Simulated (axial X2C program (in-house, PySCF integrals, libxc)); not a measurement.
**A two-component session on SB⁻: properties at the nuclei**

Wanted for SB⁻: properties at the nuclei, at the two-component level.

Method: two-component X2C with atomic mean-field terms, S dyall-av3z, B dyall-av3z; program: an in-house X2C program for linear molecules on PySCF integrals.

All values are calculated.

## Step 1: The job

Contents of task.json:

```json
{
 "zs": [
  16,
  5
 ],
 "q": -1,
 "bas": [
  "dyall-av3z",
  "dyall-av3z"
 ],
 "r0": 1.72,
 "levels": [
  "PBE0",
  "HF",
  "TPSSh",
  "BHandHLYP",
  "BP86"
 ],
 "nst": 3
}
```

Keys: zs atomic numbers; q charge; bas basis sets; r0 starting distance in Å; levels methods (HF also brings MP2); nst determinants followed.

The run is started by

```
python soeom.py task.json out
```

After this run come: Expectation values, lowest determinant; Expectation values, a higher determinant.

**Question.** What will these runs give? Wanted: lowest determinant; qzz S; qzz B; higher determinant; Eeff magnitude; Ws magnitude S; A∥/gI S (for each run or level that gives them).

The runs gave:

```
                                        quantity                                           value
                              lowest determinant                            Ω = 0 (closed shell)
                              qzz S (a.u.), PBE0                                           -0.34
                              qzz B (a.u.), PBE0                                           -0.48
                              higher determinant  Ω = 2 (excess of +ω over −ω: ω = 1/2, ω = 3/2)
Eeff magnitude (GV/cm), PBE0, higher determinant                                          0.0656
  Ws magnitude S (kHz), PBE0, higher determinant                                          0.0113
         A∥/gI S (MHz), PBE0, higher determinant                                              68
          qzz S (a.u.), PBE0, higher determinant                                            0.68
```

The expectation values come from single determinants, which for open shells can mix terms of unlike spin or miss the lowest Ω, so a determinant need not be a state. Eeff is the effective electric field on the electron dipole moment in this Ω state and Ws the scalar–pseudoscalar constant (defined with the proton number Z and per Ω); A∥ is the parallel hyperfine constant, which follows by multiplying with the nuclear g factor gI = μI/(I μN); qzz is the electric field gradient, eQq0 = 234.96 MHz × Q/barn × qzz. The operators were transformed with the bare-nucleus X2C matrices.
